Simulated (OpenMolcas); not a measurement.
**A ladder of methods for AlH2F (SMILES [H][Al]([H])[F])**

AlH2F has 4 atoms, charge 0, and is taken as a singlet. SMILES: `[H][Al]([H])[F]`. The shape comes from GFN2-xTB, which is rough for such elements, and wasn't checked as a minimum.

```tsv
atom	x (Å)	y (Å)	z (Å)
Al	0.0196	0.0327	0.0009
H	1.5469	-0.0179	0.0141
H	-0.7390	1.3588	-0.0194
F	-0.8275	-1.3736	0.0044
```

Quantity: the energy change with the Al1–H3 bond stretched from 1.528 to 3.056 Å, in eV. The values are calculated.

```
                     level                   kind     program  value (eV)  less FCI/STO-3G  CPU time (all runs)
    HF/STO-3G (restricted)           Hartree–Fock  OpenMolcas        7.90            +3.05                  3 s
 SVWN5/STO-3G (restricted)                    LDA  OpenMolcas        5.53            +0.68                7.1 s
   PBE/STO-3G (restricted)                    GGA  OpenMolcas        5.33            +0.48                8.9 s
B2PLYP/STO-3G (restricted)          double hybrid  OpenMolcas        5.95            +1.10                6.9 s
   MP2/STO-3G (restricted)    perturbation theory  OpenMolcas        6.26            +1.41                3.1 s
          MRCI(2,2)/STO-3G         multireference  OpenMolcas        4.88            +0.03                3.3 s
     SC-NEVPT2(2,2)/STO-3G         multireference  OpenMolcas        4.89            +0.04                3.1 s
  ACPF/STO-3G (restricted)  coupled cluster or CI  OpenMolcas        2.80            -2.05                3.2 s
  CISD/STO-3G (restricted)  coupled cluster or CI  OpenMolcas        5.32            +0.47                3.3 s
                FCI/STO-3G     exact in the basis  OpenMolcas        4.85             0.00                8.9 s
```

FCI/STO-3G is exact within its basis and frozen core, so for wave-function methods in that basis the difference is their error; functionals converge differently with the basis, so for them it is only a difference. Spin-restricted single references rise too steeply as a bond breaks, Hartree–Fock most of all. Perturbation and coupled-cluster corrections on them can overshoot downwards. The first shape isn't each level's own minimum. The values span 2.80 to 7.90 eV. All rows use very small basis sets, so even the best lies far from the true value. Times are those of the runs behind each value, whatever else they computed, on shared processors of several kinds: orders of magnitude only.
